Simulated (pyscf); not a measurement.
Homolytic dissociation enthalpies at 298 K of As–H, H–P bonds in 8 gas-phase molecules, in kcal/mol. Optimised with ωB97X-D3(BJ)/def2-SVP in PySCF. Correlated levels are frozen-core, on RHF or UHF. ΔMP2 is the change of the MP2 total energy from the triple- to the quadruple-zeta basis. Both columns use the same structures and thermal terms. Rows were drawn at random from the closed-shell molecules with such a bond whose radicals are computed, keep their shape and have no isomer in the data more than 5 kcal/mol lower.

| row | molecule | radicals | PBE/def2-TZVP | CCSD(T)/def2-TZVPP + ΔMP2(QZVPP) |
|---|---|---|---|---|
| 1 | H₂P–GeH₃ | •HP–GeH₃ + H• | 78.4 | 81.5 |
| 2 | H₂B–PH₂ | H₂B–PH• + H• | 81.4 | 84.5 |
| 3 | PH₃ | PH₂• + H• | 79.5 | 81.9 |
| 4 | HO–AsH₂ | HO–AsH• + H• | 66.4 | 70.6 |
| 5 | H₂As–AsH₂ | •HAs–AsH₂ + H• | 69.7 | 73.2 |
| 6 | HO–PH–OH | HO–P•–OH + H• | 71.1 | 76.6 |
| 7 | H₃Si–AsH₂ | H₃Si–AsH• + H• | 71.5 | ? |
| 8 | H₃Si–PH₂ | H₃Si–PH• + H• | 78.3 | 81.4 |

Q: Fit a line that carries the PBE values to the last column and predict row 7.

A: In the 7 complete rows the last column lies 2.4 to 5.5 kcal/mol from PBE (mean 3.6, median 3.1). Least squares gives y = 12.6 + 0.88·x with residuals of 0.7 kcal/mol (root mean square). For row 7: 12.6 + 0.88 × 71.5 = 75.5 kcal/mol. The computed value is 74.8 kcal/mol, 0.7 under the line. The CCSD(T) − MP2 part came from Ansatz, without density fitting, on the same reference. The frozen core leaves the outer d or s,p core shells of the metals and heavy elements correlated in the MP2 and CC values, and def2-TZVPP describes them poorly, which can shift differences by a few kcal/mol. Elements up to Kr have no core potential and no relativistic terms here.
